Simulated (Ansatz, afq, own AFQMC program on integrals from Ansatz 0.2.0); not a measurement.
## Atomization energy of BSiH2, doublet

| atom | x (Å) | y (Å) | z (Å) |
| --- | --- | --- | --- |
| Si | 0.0000 | -0.0053 | 0.5948 |
| B | 0.0000 | -0.0779 | -1.2479 |
| H | 0.0000 | 1.1505 | -0.7602 |
| H | 0.0000 | -0.1670 | -2.4296 |

Connectivity, by distances: Si–BH, 1 bridging H.

Atoms in their ground-state spins without spin–orbit coupling (mostly on UHF) minus the molecule (UHF), without zero-point energy. The geometry is a stationary point, not shown to be a minimum.

Basis cc-pVTZ. Noble-gas cores (and the filled d shells of Ga–Kr and In–Xe) are frozen. AFQMC by an in-house program on the Cholesky factors that Ansatz 0.2.0 writes for its CCSD(T) run. ph-AFQMC/CISD is guided by a CISD state made of CCSD amplitudes; releasing the constraint for a short imaginary time cuts its bias at the price of noise, slowly where states lie close. Error bars are statistical, one sigma. The errors of all members are added in quadrature.

No full CI on the walks' own integrals is used here; CCSDT(Q) serves as the reference and is uncertain by about the last step of the cluster series. Each member takes its own surest rung, up to full CI.

The best estimate is CCSD(T) at the basis-set limit (CBS: def2-TZVPP and def2-QZVPP, with their diffuse functions for anions and beside diffuse sets, CCSD(T) itself extrapolated) plus the step from CCSD(T) to CCSDT(Q) in cc-pVTZ. Rows without CBS are in cc-pVTZ; B2PLYP and the wave-function rows carry a basis error of their own. Core correlation and relativity beyond core potentials are missing, and ± holds the sampling alone.

Cautions: BSiH₂ (doublet): the ph-AFQMC/CISD walk drifts between its halves (2.0 errors), its ph-AFQMC/CISD value lies 30 ± 5 meV above CCSDT(Q); other spins of the molecule weren't checked.

Best estimate: 1065.6 kJ/mol.

```
                  level  atomization energy (kJ/mol)  error against the best estimate (kJ/mol)
                     HF                        794.7                                    -270.9
                    MP2                       1033.7                                     -31.9
                   CCSD                       1014.2                                     -51.4
                CCSD(T)                       1031.9                                     -33.7
          ph-AFQMC/CISD                 1032.5 ± 0.5                               -33.1 ± 0.5
         released AFQMC                 1034.1 ± 0.5                               -31.4 ± 0.5
                 HF/CBS                        800.8                                    -264.8
                MP2/CBS                       1065.3                                      -0.3
            CCSD(T)/CBS                       1063.5                                      -2.1
                    PBE                       1093.0                                      27.4
                 r2SCAN                       1094.6                                      29.0
                   PBE0                       1077.8                                      12.2
                  B3LYP                       1071.6                                       6.0
                wB97M-V                       1082.0                                      16.4
                 B2PLYP                       1059.8                                      -5.8
surest rungs in cc-pVTZ                       1034.0                                     -31.6
```

Correlation beyond CCSD(T) adds 2.1 kJ/mol. Going to the basis-set limit adds 31.6 kJ/mol at CCSD(T). The perturbative (T) step is worth +17.6 kJ/mol. The functionals spread over 34.8 kJ/mol; B2PLYP and B3LYP come nearest and r2SCAN is 29.0 kJ/mol too high.

Best estimates are given only where the step beyond CCSD(T) is under 0.3 eV and no member's determinant is very poor (T1 over 0.05, or 0.07 for open shells, ⟨S²⟩ too high by 0.3, two states mixed), so the hardest cases are missing from such tables.

The functionals ran in a triple-zeta set and keep a basis error of their own, a few kJ/mol for each bond in atomization energies and more for double hybrids, so close places among them and the extrapolated levels can swap.

Each member of a difference takes its own highest rung, so a best estimate needn't equal the limit plus the step of one row. A walk keeps the symmetry of its determinant, which the program's search chose and which needn't be the lowest solution, so a lower state of the same spin and another symmetry isn't excluded. Released energies are given only where the last usable release times agree within the noise; a slower fall can still hide under it.
